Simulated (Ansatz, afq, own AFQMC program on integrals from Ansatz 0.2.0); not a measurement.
# BNH3 (doublet): AFQMC on the coupled-cluster ladder at distance B1–N2 = 1.329 Å, cc-pVDZ

Aim: compute BNH3 (doublet) with auxiliary-field quantum Monte Carlo on the same integrals as coupled cluster, and set the energies side by side.

Method: cc-pVDZ, frozen cores; program: Ansatz 0.2.0, Gaussian basis, and an in-house AFQMC program (afq) on its integrals; all values are calculated.

To be run: PBE (unrestricted); r2SCAN (unrestricted); PBE0 (unrestricted); B3LYP (unrestricted); wB97M-V (unrestricted); B2PLYP (unrestricted); CCSD(T) on UHF; Phaseless AFQMC, CISD trial on UHF; Phaseless AFQMC, single-determinant trial on UHF; Free-projection AFQMC, CISD trial on UHF.

1 further run of the same task is left out (it didn't finish).

## (1) The geometry

The geometry derives from a PBE0/def2-TZVP stationary point (not a proven minimum). One bond is set to the value named and the two fragments are kept rigid.

5 atoms, charge 0, spin multiplicity 2.

Atoms are counted from 1 here; the program's logs count them from 0.

Bond lengths: B1–N2 1.329 Å, B1–H3 1.210 Å, B1–H4 1.203 Å, N2–H5 0.999 Å. Angles: N2–B1–H3 118.6°, N2–B1–H4 121.4°, H3–B1–H4 120.0°, B1–N2–H5 163.5°.

Coordinates:

```xyz
5

B     0.00000    0.02463    0.70724
N     0.00000   -0.04324   -0.61979
H     0.00000    1.11516    1.23235
H     0.00000   -0.96911    1.38596
H     0.00000    0.19072   -1.59121
```

## (2) PBE (unrestricted)

File in.yaml:

```yaml
crystal:
  periodic: [false, false, false]
  atoms:
    - {symbol: B, position_ang: [0.000000, 0.024631, 0.707241]}
    - {symbol: N, position_ang: [0.000000, -0.043245, -0.619792]}
    - {symbol: H, position_ang: [0.000000, 1.115161, 1.232352]}
    - {symbol: H, position_ang: [0.000000, -0.969115, 1.385961]}
    - {symbol: H, position_ang: [0.000000, 0.190722, -1.591212]}
basis:
  gaussian: {orbitals: cc-pVDZ}
magnetization: {spin_polarized: true, initial_magnetization: 1}
hamiltonian: {xc: {name: PBE}}
output: {orbitals: {seedname: orbitals}}
```

Launch:

```bash
$ ansatz run in.yaml --threads 1 --pin off --events-out ev --progress --plain --max-ram 1382MiB
```

Log:

```text
Functional definition: PBE
  name "PBE"
  cite "Perdew, Burke & Ernzerhof, Phys. Rev. Lett. 77, 3865 (1996) doi:10.1103/PhysRevLett.77.3865"
  parent pbe
  parameter kappa = 0.804
  parameter beta = 0.06672455060314922
  exchange = pbe_x(kappa = kappa, mu = beta*pi^2/3)
  correlation = pbe_c(beta = beta)
526 factors; their error is unknown
mean field evaluation 1: about -2205.9750 eV, gradient 3.1e1 eV
mean field evaluation 2: about -2191.5443 eV, gradient 5.9e1 eV
mean field evaluation 4: about -2210.5229 eV, gradient 2.6e0 eV
mean field evaluation 8: about -2210.5463 eV, gradient 7.8e-2 eV
mean field evaluation 16: about -2210.5463 eV, gradient 7.5e-5 eV
mean field -2210.54633599 eV, -81.2360794856 hartree, gradient 7.5e-5 eV, S^2 0.755562; 0 other end points of the search recorded, 0 dependent functions left out
reference -2210.54636393 eV, -81.2360805122 hartree; 8, 7 occupied and 35, 36 virtual orbitals, 526 factors
Total energy: -2210.54636393 eV, -81.2360805122 hartree
```

Run time: 0.63 s. Hardware: 1 thread of Arm Neoverse V2, shared host.

From the report: ⟨S²⟩ of the determinant 0.756 (pure doublet: 0.75).

## (3) r2SCAN (unrestricted)

in.yaml, as its differences from that of step 2:

```diff
@@ -11,3 +11,2 @@
 magnetization: {spin_polarized: true, initial_magnetization: 1}
-hamiltonian: {xc: {name: PBE}}
-output: {orbitals: {seedname: orbitals}}
+hamiltonian: {xc: {name: r2SCAN}}
```

Same command.

Log:

```text
Functional definition: r2SCAN
  name "r2SCAN"
  cite "Furness, Kaplan, Ning, Perdew & Sun, J. Phys. Chem. Lett. 11, 8208 (2020) doi:10.1021/acs.jpclett.0c02405"
  cite "Furness, Kaplan, Ning, Perdew & Sun, J. Phys. Chem. Lett. 11, 9248 (2020) doi:10.1021/acs.jpclett.0c03077"
  parent r2scan
  parameter k0 = 0.174
  parameter k1 = 0.065
  parameter a1 = 4.9479
  exchange = r2scan_x(k0 = k0, k1 = k1, a1 = a1)
  correlation = r2scan_c
526 factors; their error is unknown
mean field evaluation 1: about -2208.5039 eV, gradient 2.9e1 eV
mean field evaluation 2: about -2200.0019 eV, gradient 4.9e1 eV
mean field evaluation 4: about -2212.3630 eV, gradient 2.3e0 eV
mean field evaluation 8: about -2212.4001 eV, gradient 3.5e-2 eV
mean field evaluation 16: about -2212.3803 eV, gradient 7.1e-5 eV
mean field -2212.38026346 eV, -81.3034750768 hartree, gradient 7.1e-5 eV, S^2 0.761583; 0 other end points of the search recorded, 0 dependent functions left out
reference -2212.38027229 eV, -81.3034754015 hartree; 8, 7 occupied and 35, 36 virtual orbitals, 526 factors
Total energy: -2212.38027229 eV, -81.3034754015 hartree
```

It took 1.5 s on 1 thread of Arm Neoverse V2, shared host.

From the report: ⟨S²⟩ of the determinant 0.762 (pure doublet: 0.75).

## (4) PBE0 (unrestricted)

in.yaml, as its differences from that of step 3:

```diff
@@ -11,2 +11,3 @@
 magnetization: {spin_polarized: true, initial_magnetization: 1}
-hamiltonian: {xc: {name: r2SCAN}}
+hamiltonian: {xc: {name: PBE0}}
+output: {orbitals: {seedname: orbitals}}
```

Launched as before.

Log:

```text
Functional definition: PBE0
  name "PBE0"
  cite "Adamo & Barone, J. Chem. Phys. 110, 6158 (1999) doi:10.1063/1.478522"
  cite "Perdew, Burke & Ernzerhof, Phys. Rev. Lett. 77, 3865 (1996) doi:10.1103/PhysRevLett.77.3865"
  parent pbe
  parameter a = 0.25
  parameter kappa = 0.804
  parameter beta = 0.06672455060314922
  exchange = (1 - a)*pbe_x(kappa = kappa, mu = beta*pi^2/3) + a*exact_x
  correlation = pbe_c(beta = beta)
397 factors; integrals over basis functions are off by at most 1.1e-3 eV
mean field evaluation 1: about -2207.5579 eV, gradient 2.7e1 eV
mean field evaluation 2: about -2203.3715 eV, gradient 3.9e1 eV
mean field evaluation 4: about -2210.8259 eV, gradient 1.7e0 eV
mean field evaluation 8: about -2210.8465 eV, gradient 2.3e-2 eV
mean field evaluation 16: about -2210.8466 eV, gradient 2.6e-5 eV
mean field -2210.84655936 eV, -81.2471124909 hartree, gradient 2.6e-5 eV, S^2 0.759187; 0 other end points of the search recorded, 0 dependent functions left out
reference -2210.84657981 eV, -81.2471132425 hartree; 8, 7 occupied and 35, 36 virtual orbitals, 397 factors
Total energy: -2210.84657981 eV, -81.2471132425 hartree
```

Run time: 0.69 s. Hardware: 1 thread of Arm Neoverse V2, shared host.

From the report: ⟨S²⟩ of the determinant 0.759 (pure doublet: 0.75).

## (5) B3LYP (unrestricted)

in.yaml, as its differences from that of step 4:

```diff
@@ -11,3 +11,2 @@
 magnetization: {spin_polarized: true, initial_magnetization: 1}
-hamiltonian: {xc: {name: PBE0}}
-output: {orbitals: {seedname: orbitals}}
+hamiltonian: {xc: {name: B3LYP}}
```

Same command.

Log, shortened:

```text
Functional definition: B3LYP
  name "B3LYP"
  cite "Stephens, Devlin, Chabalowski & Frisch, J. Phys. Chem. 98, 11623 (1994) doi:10.1021/j100096a001"
  cite "Becke, Phys. Rev. A 38, 3098 (1988) doi:10.1103/PhysRevA.38.3098"
  cite "Lee, Yang & Parr, Phys. Rev. B 37, 785 (1988) doi:10.1103/PhysRevB.37.785"
  cite "Vosko, Wilk & Nusair, Can. J. Phys. 58, 1200 (1980) doi:10.1139/p80-159"
[...]
397 factors; integrals over basis functions are off by at most 1.1e-3 eV
[...]
mean field -2213.88803161 eV, -81.3588845343 hartree, gradient 2.7e-5 eV, S^2 0.757630; 0 other end points of the search recorded, 0 dependent functions left out
reference -2213.88822327 eV, -81.3588915780 hartree; 8, 7 occupied and 35, 36 virtual orbitals, 397 factors
Total energy: -2213.88822327 eV, -81.3588915780 hartree
```

Run time: 0.75 s. Hardware: 1 thread of Arm Neoverse V2, shared host.

From the report: ⟨S²⟩ of the determinant 0.758 (pure doublet: 0.75).

## (6) wB97M-V (unrestricted)

in.yaml, as its differences from that of step 5:

```diff
@@ -11,2 +11,3 @@
 magnetization: {spin_polarized: true, initial_magnetization: 1}
-hamiltonian: {xc: {name: B3LYP}}
+hamiltonian: {xc: {name: wB97M-V}}
+output: {orbitals: {seedname: orbitals}}
```

The command is unchanged.

Log, shortened:

```text
Functional definition: wB97M-V
  name "wB97M-V"
  cite "Mardirossian & Head-Gordon, J. Chem. Phys. 144, 214110 (2016) doi:10.1063/1.4952647"
  cite "Becke, J. Chem. Phys. 107, 8554 (1997) doi:10.1063/1.475007"
  cite "Vydrov & Van Voorhis, J. Chem. Phys. 133, 244103 (2010) doi:10.1063/1.3521275"
  # Of w^i u^j: cxij and so on, Table III.
[...]
  gx(w, u) = 1 - cx + cx01*u + cx10*w
  gss(w, u) = css00 + css04*u^4 + css10*w + css20*w^2 + css43*w^4*u^3
  gos(w, u) = cos00 + cos10*w + (cos20 + cos21*u)*w^2 + (cos60 + cos61*u)*w^6
[...]
      + integral(e_c_pw_mod_opposite_spin*gos(b97_w_opposite, b97_u_opposite)) + vv10(b, c)
397 factors; integrals over basis functions are off by at most 1.1e-3 eV
136 factors; integrals over basis functions are off by at most 1.4e-5 eV
[...]
mean field -2212.39584432 eV, -81.3040476631 hartree, gradient 5.8e-5 eV, S^2 0.757962; 0 other end points of the search recorded, 0 dependent functions left out
reference -2212.39587596 eV, -81.3040488256 hartree; 8, 7 occupied and 35, 36 virtual orbitals, 397 factors
Total energy: -2212.39587596 eV, -81.3040488256 hartree
```

It took 2.5 s on 1 thread of Arm Neoverse V2, shared host.

From the report: ⟨S²⟩ of the determinant 0.758 (pure doublet: 0.75).

## (7) B2PLYP (unrestricted)

in.yaml, as its differences from that of step 6:

```diff
@@ -11,3 +11,3 @@
 magnetization: {spin_polarized: true, initial_magnetization: 1}
-hamiltonian: {xc: {name: wB97M-V}}
-output: {orbitals: {seedname: orbitals}}
+hamiltonian: {xc: {name: B2PLYP}}
+correlation: {electrons: outside_noble_gas}
```

The command is unchanged.

Log, shortened:

```text
Functional definition: B2PLYP
  name "B2PLYP"
  cite "Grimme, J. Chem. Phys. 124, 034108 (2006) doi:10.1063/1.2148954"
  cite "Becke, Phys. Rev. A 38, 3098 (1988) doi:10.1103/PhysRevA.38.3098"
  cite "Lee, Yang & Parr, Phys. Rev. B 37, 785 (1988) doi:10.1103/PhysRevB.37.785"
[...]
397 factors; integrals over basis functions are off by at most 1.1e-3 eV
[...]
mean field -2209.07707790 eV, -81.1820852465 hartree, gradient 3.5e-6 eV, S^2 0.763228; 0 other end points of the search recorded, 0 dependent functions left out
2 core orbitals not correlated: weight in the atoms' cores, before any rotation towards them, 1.000 or more for the frozen orbitals, at most 0.000 for the correlated occupied ones
reference -2209.07719801 eV, -81.1820896605 hartree; 6, 5 occupied and 35, 36 virtual orbitals, 397 factors
second order -7.76693889 eV of doubles, -0.00000000 eV of singles
Total energy: -2211.17427151 eV, -81.2591556902 hartree
```

Run time: 0.84 s. Hardware: 1 thread of Arm Neoverse V2, shared host.

From the report: ⟨S²⟩ of the determinant 0.763 (pure doublet: 0.75).

## (8) CCSD(T) on UHF

in.yaml, as its differences from that of step 7:

```diff
@@ -11,3 +11,2 @@
 magnetization: {spin_polarized: true, initial_magnetization: 1}
-hamiltonian: {xc: {name: B2PLYP}}
-correlation: {electrons: outside_noble_gas}
+correlation: {method: ccsd_t, electrons: outside_noble_gas, hamiltonian_folder: ham}
```

The command is unchanged.

Log, shortened:

```text
Functional definition: HF
  name "HF"
  cite "Fock, Z. Phys. 61, 126 (1930) doi:10.1007/BF01340294"
  parent pbe
[...]
397 factors; integrals over basis functions are off by at most 1.1e-3 eV
[...]
mean field -2199.96049761 eV, -80.8470571002 hartree, gradient 2.0e-6 eV, S^2 0.774664; 3 other end points of the search recorded, 0 dependent functions left out
determinant -2199.96049761 eV, -80.8470571002 hartree, with singles and doubles -2207.02189173 eV, -81.1065585479 hartree
determinant -2198.25884827 eV, -80.7845226407 hartree, with singles and doubles -2204.95831754 eV, -81.0307235952 hartree
2 core orbitals not correlated: weight in the atoms' cores, before any rotation towards them, 1.000 or more for the frozen orbitals, at most 0.000 for the correlated occupied ones
reference -2199.96049761 eV, -80.8470571002 hartree; 6, 5 occupied and 35, 36 virtual orbitals, 397 factors
second order -6.13912643 eV of doubles, -0.00000000 eV of singles
cycle   1  -7.06148529 eV  change   -9.1e-5 eV  update   9.6e-4
[...]
cycle   7  -7.06218105 eV  change    1.1e-6 eV  update   4.3e-6
perturbative correction -0.19289086 eV, -0.0070886085 hartree
Total energy: -2207.21556952 eV, -81.1136760754 hartree
```

Run time: 1.3 s. Hardware: 1 thread of Arm Neoverse V2, shared host.

From the report: ⟨S²⟩ of the determinant 0.775 (pure doublet: 0.75); correlation -7.2551 eV; T1 0.030; largest double amplitude 0.06.

This run also writes the integrals to the folder ham.

## (9) Phaseless AFQMC, CISD trial on UHF

It reads the integrals that the CCSD(T) run on this determinant wrote.

Launch:

```bash
$ afq ham --method phaseless --trial cisd --walkers 60 --populations 1 --least-time 40 --time-step 0.005 --steps-per-block 50 --equilibration-blocks 28 --max-blocks 300 --target-error 0.0004 --factor-cut 1e-05 --start spin_pure --seed 814 --release-times 0.24,0.51,0.99,1.62,2.4 --release-step 0.03 --release-every 4 --taylor-order 6
```

Log:

```text
orbitals 41  electrons 6 5  factors 322 of 397
reference energy -80.84705710 Eh
CCSD correlation -0.25953025 Eh in 13 cycles, weight of the determinant in the CISD state 0.8816
energy of the start -81.105815 Eh
 block  time / (1/Eh)  mean weight  energy / Eh
     1     0.250  1.0010  -81.103296
     2     0.500  0.9975  -81.104171
     3     0.750  0.9982  -81.109911
     4     1.000  0.9994  -81.114047
     5     1.250  0.9960  -81.118670
     6     1.500  0.9984  -81.110891
     7     1.750  1.0011  -81.116195
     8     2.000  0.9987  -81.115855
     9     2.250  0.9987  -81.122203
    10     2.500  0.9997  -81.121024
    17     4.250  1.0017  -81.113221
    25     6.250  1.0008  -81.117604
    33     8.250  0.9993  -81.116149
    41    10.250  1.0021  -81.110835
    49    12.250  0.9993  -81.112236
    57    14.250  0.9993  -81.111009
    65    16.250  1.0032  -81.119930
    73    18.250  0.9988  -81.108017
    81    20.250  1.0012  -81.113065
    89    22.250  1.0008  -81.108125
    97    24.250  1.0015  -81.113089
   105    26.250  0.9976  -81.115514
   113    28.250  1.0013  -81.105891
   121    30.250  0.9991  -81.119981
   129    32.250  0.9998  -81.110390
   137    34.250  1.0002  -81.110436
   145    36.250  1.0002  -81.109107
   153    38.250  0.9984  -81.113367
   161    40.250  0.9986  -81.110596
   169    42.250  0.9996  -81.110906
   177    44.250  0.9998  -81.114637
   185    46.250  1.0022  -81.111449
   193    48.250  1.0016  -81.111690
   201    50.250  1.0013  -81.115357
   209    52.250  1.0003  -81.115547
   217    54.250  1.0004  -81.116826
   225    56.250  1.0014  -81.111412
   233    58.250  1.0015  -81.128822
   241    60.250  0.9969  -81.108353
   249    62.250  1.0001  -81.114876
   257    64.250  1.0010  -81.110500
   265    66.250  1.0016  -81.116328
   273    68.250  1.0016  -81.114383
   281    70.250  1.0000  -81.121773
   289    72.250  0.9997  -81.113909
   297    74.250  0.9992  -81.122435
   305    76.250  1.0014  -81.113749
   313    78.250  0.9993  -81.129559
   321    80.250  0.9978  -81.113375
blocks merged  error / Eh  count
     1  0.000263  300
     2  0.000325  150
     4  0.000372  75
     8  0.000380  37
    16  0.000380  18
    32  0.000483  9
released: time / (1/Eh)  energy / Eh  error  mean overlap
  0.24  -81.114795  0.000463  1.0003
  0.51  -81.115280  0.000440  1.0054
  0.99  -81.115724  0.000443  1.0033
  1.62  -81.116023  0.000495  0.9800
  2.40  -81.115866  0.000725  1.0063
energy -81.114844 +/- 0.000380 Eh
```

Wall time 7.9 min (1 thread of Arm Neoverse V2, shared host).

Energy -2207.2474 ± 0.0103 eV. Caveats: constraint bias not in the error.

## (10) Phaseless AFQMC, single-determinant trial on UHF

It reads the integrals that the CCSD(T) run on this determinant wrote.

Launch:

```bash
$ afq ham --method phaseless --trial hf --walkers 120 --populations 1 --least-time 40 --time-step 0.005 --steps-per-block 20 --equilibration-blocks 112 --max-blocks 600 --target-error 0.0012000000000000001 --factor-cut 1e-05 --start spin_pure --seed 7624 --taylor-order 6
```

Log:

```text
orbitals 41  electrons 6 5  factors 322 of 397
reference energy -80.84705710 Eh
CCSD correlation -0.25953025 Eh in 13 cycles, weight of the determinant in the CISD state 0.8816
energy of the start -80.847823 Eh
 block  time / (1/Eh)  mean weight  energy / Eh
     1     0.100  1.0012  -80.917831
     2     0.200  1.0034  -80.957620
     3     0.300  0.9986  -80.992153
     4     0.400  1.0040  -81.012065
     5     0.500  1.0022  -81.025106
     6     0.600  1.0022  -81.047504
     7     0.700  1.0018  -81.056545
     8     0.800  1.0023  -81.080924
     9     0.900  1.0016  -81.089075
    10     1.000  1.0002  -81.117840
    18     1.800  1.0012  -81.086304
    35     3.500  1.0023  -81.150504
    52     5.200  1.0000  -81.092202
    69     6.900  1.0000  -81.108992
    86     8.600  0.9995  -81.108275
   103    10.300  1.0015  -81.117163
   120    12.000  1.0016  -81.093879
   137    13.700  1.0003  -81.114563
   154    15.400  0.9985  -81.086672
   171    17.100  1.0011  -81.151791
   188    18.800  1.0002  -81.091243
   205    20.500  1.0022  -81.114667
   222    22.200  0.9998  -81.109506
   239    23.900  1.0004  -81.219268
   256    25.600  0.9994  -81.100959
   273    27.300  1.0018  -81.073415
   290    29.000  0.9989  -81.115983
   307    30.700  1.0009  -81.091391
   324    32.400  0.9994  -81.124009
   341    34.100  1.0020  -81.108430
   358    35.800  0.9984  -81.095072
   375    37.500  0.9988  -81.097146
   392    39.200  1.0000  -81.103380
   409    40.900  1.0015  -81.126323
   426    42.600  0.9992  -81.103457
   443    44.300  0.9998  -81.121932
   460    46.000  0.9991  -81.120334
   477    47.700  1.0001  -81.106627
   494    49.400  1.0015  -81.120805
   511    51.100  0.9959  -81.115414
   528    52.800  1.0020  -81.110575
   545    54.500  1.0010  -81.120099
   562    56.200  1.0010  -81.122426
   579    57.900  0.9985  -81.111289
   596    59.600  1.0010  -81.109332
   613    61.300  1.0027  -81.089067
   630    63.000  1.0006  -81.111311
   647    64.700  0.9997  -81.113351
   664    66.400  0.9962  -81.150706
   681    68.100  1.0018  -81.117721
   698    69.800  0.9973  -81.116158
blocks merged  error / Eh  count
     1  0.000787  600
     2  0.001026  300
     4  0.001308  150
     8  0.001599  75
    16  0.001826  37
    32  0.001937  18
    64  0.002051  9
energy -81.113539 +/- 0.001937 Eh
```

It took 4.5 min on 1 thread of Arm Neoverse V2, shared host.

Energy -2207.2119 ± 0.0527 eV. Caveats: constraint bias not in the error; error above the target.

## (11) Free-projection AFQMC, CISD trial on UHF

It reads the integrals that the CCSD(T) run on this determinant wrote.

Launch:

```bash
$ afq ham --method free --trial cisd --walkers 60 --time-step 0.03 --max-blocks 80 --target-error 0.0004 --factor-cut 1e-05 --seed 5622 --times 0,0.21,0.42,0.81,1.2,1.8,2.4,3 --taylor-order 8
```

Log:

```text
orbitals 41  electrons 6 5  factors 322 of 397
reference energy -80.84705710 Eh
CCSD correlation -0.25953025 Eh in 13 cycles, weight of the determinant in the CISD state 0.8816
repeat  energy at the last time / Eh  error
    10  -81.113949  0.000837
    20  -81.113333  0.000715
    30  -81.112973  0.000622
    40  -81.113261  0.000588
    50  -81.113923  0.000583
    60  -81.114219  0.000625
    70  -81.114385  0.000588
    80  -81.114486  0.000537
time / (1/Eh)  energy / Eh  error  mean overlap
  0.00  -81.106772  0.000209  1.1351
  0.21  -81.110617  0.000193  1.1389
  0.42  -81.112633  0.000239  1.1426
  0.81  -81.114316  0.000295  1.1301
  1.20  -81.114090  0.000313  1.1614
  1.80  -81.114490  0.000426  1.1655
  2.40  -81.114253  0.000418  1.2036
  3.00  -81.114486  0.000537  1.2396
energy -81.114486 +/- 0.000537 Eh
```

Wall time 4.5 min (1 thread of Arm Neoverse V2, shared host).

Energy -2207.2376 ± 0.0146 eV. Caveats: remainder of the start not in the error.

## (12) AFQMC on the ladder

On the UHF determinant, counted from CCSD(T) (a yardstick, not exact):

| level | energy (eV) | from CCSD(T) (kcal/mol) | statistical error (kcal/mol) | time |
| --- | --- | --- | --- | --- |
| HF | -2199.9605 | +167.31 |  |  |
| MP2 | -2206.0996 | +25.73 |  |  |
| CCSD | -2207.0227 | +4.45 |  |  |
| CCSD(T) | -2207.2156 | 0.00 |  |  |
| Phaseless AFQMC, CISD trial, step 0.005, 60 walkers | -2207.2474 | -0.73 | 0.24 | 7.9 min |
| Phaseless AFQMC, single-determinant trial, step 0.005, 120 walkers | -2207.2119 | +0.09 | 1.22 | 4.5 min |
| Free-projection AFQMC, CISD trial, step 0.03, 60 walkers | -2207.2376 | -0.51 | 0.34 | 4.5 min |

The functionals' totals stand on their own zeros and serve differences with other points: PBE -2210.546 eV; r2SCAN -2212.380 eV; PBE0 -2210.847 eV; B3LYP -2213.888 eV; wB97M-V -2212.396 eV; B2PLYP -2211.174 eV.

## (13) Summary of results

| quantity | value |
| --- | --- |
| Phaseless AFQMC, CISD trial on UHF from CCSD(T) | -0.73 ± 0.24 kcal/mol |
| Phaseless AFQMC, single-determinant trial on UHF from CCSD(T) | +0.09 ± 1.22 kcal/mol |
| Free-projection AFQMC, CISD trial on UHF from CCSD(T) | -0.51 ± 0.34 kcal/mol |

**Reading.** On UHF the phaseless walk with the CISD trial lies -0.73 kcal/mol from CCSD(T), 3 times its error bar. Free projection has no constraint; at the last time it gives -0.51 ± 0.34 kcal/mol, and from a start that isn't spin pure other spins can mix in. Error bars are statistical and leave out the constraint, the time step and what remains of the start.
